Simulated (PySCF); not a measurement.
Point-charge models of `Cc1cnsc1` (4-methylisothiazole) against its computed dipole.

Coordinates (GFN2-xTB, Å) and charges (e) from the PBE0/pcSseg-1 density (PySCF):

| atom | x | y | z | Mulliken | IAO | Hirshfeld | ESP-fitted |
| --- | --- | --- | --- | --- | --- | --- | --- |
| C1 | -1.486 | -0.156 | -0.067 | -0.1030 | -0.4258 | -0.1122 | -0.5796 |
| C2 | -0.010 | 0.038 | 0.008 | -0.3514 | -0.0445 | -0.0188 | +0.2351 |
| C3 | 0.955 | -0.981 | -0.183 | +0.1796 | -0.0490 | -0.0059 | +0.0929 |
| N4 | 2.205 | -0.624 | -0.083 | -0.4709 | -0.4529 | -0.2019 | -0.4219 |
| S5 | 2.333 | 0.968 | 0.248 | +0.4044 | +0.5064 | +0.1609 | +0.2115 |
| C6 | 0.637 | 1.215 | 0.264 | -0.2504 | -0.3395 | -0.0879 | -0.4005 |
| H7 | -1.793 | -0.975 | 0.581 | +0.1331 | +0.1566 | +0.0500 | +0.1632 |
| H8 | -1.783 | -0.405 | -1.086 | +0.1374 | +0.1578 | +0.0496 | +0.1667 |
| H9 | -2.006 | 0.749 | 0.236 | +0.1191 | +0.1535 | +0.0501 | +0.1733 |
| H10 | 0.729 | -2.011 | -0.401 | +0.0951 | +0.1636 | +0.0595 | +0.1151 |
| H11 | 0.223 | 2.184 | 0.456 | +0.1069 | +0.1737 | +0.0566 | +0.2444 |

Problem. What dipole does each set of charges give (1 e·Å = 4.803 D), and what does the density give?

Solution. The full density gives (-2.65, 0.93, 0.12) D, 2.80 D in size; dipole vectors point from the negative to the positive end.

| scheme | μx | μy | μz | size (D) | share of the full size (%) | angle to the full dipole (°) |
| --- | --- | --- | --- | --- | --- | --- |
| Mulliken | -2.67 | 0.74 | 0.05 | 2.77 | 99 | 4 |
| IAO | -0.76 | 2.03 | 0.38 | 2.20 | 78 | 50 |
| Hirshfeld | -0.90 | 0.82 | 0.15 | 1.22 | 44 | 23 |
| ESP-fitted | -2.61 | 0.94 | 0.12 | 2.78 | 99 | 0 |

Problem. Which set comes closest?

Solution. Length of the difference vector: ESP-fitted 0.04 D, Mulliken 0.20 D, Hirshfeld 1.75 D, IAO 2.20 D. Closest: ESP-fitted. 

Problem. What is left for the Hirshfeld atoms' own dipoles?

Solution. The shares of the density sum to the whole, so what Σ q r misses lies in dipoles about the nuclei. The atomic dipoles sum to (-2.65, 0.93, 0.12) − (-0.90, 0.82, 0.15) = (-1.74, 0.11, -0.03) D, 1.75 D in size.

Problem. With the origin at the mean of the coordinates, (0.000, 0.000, -0.002) Å, which are the largest single terms, by size, of the Hirshfeld dipole along the direction of the full one?

Solution. N4 +2.22, S5 -1.45, C1 -0.73, H9 +0.52, H10 -0.39 D; all 11 atoms together +1.12 D. The single terms depend on the origin, their sum doesn't.

Problem. Give the size of the full dipole in other units.

Solution. 2.80 D = 1.103 au = 0.584 e·Å = 9.35 × 10⁻³⁰ C·m.

Geometry: GFN2-xTB; no solvent, vibrations or thermal averaging.

The run behind these numbers computed NMR shieldings as well. On an Arm Neoverse V1 with one thread (shared host), this took 14 s wall.
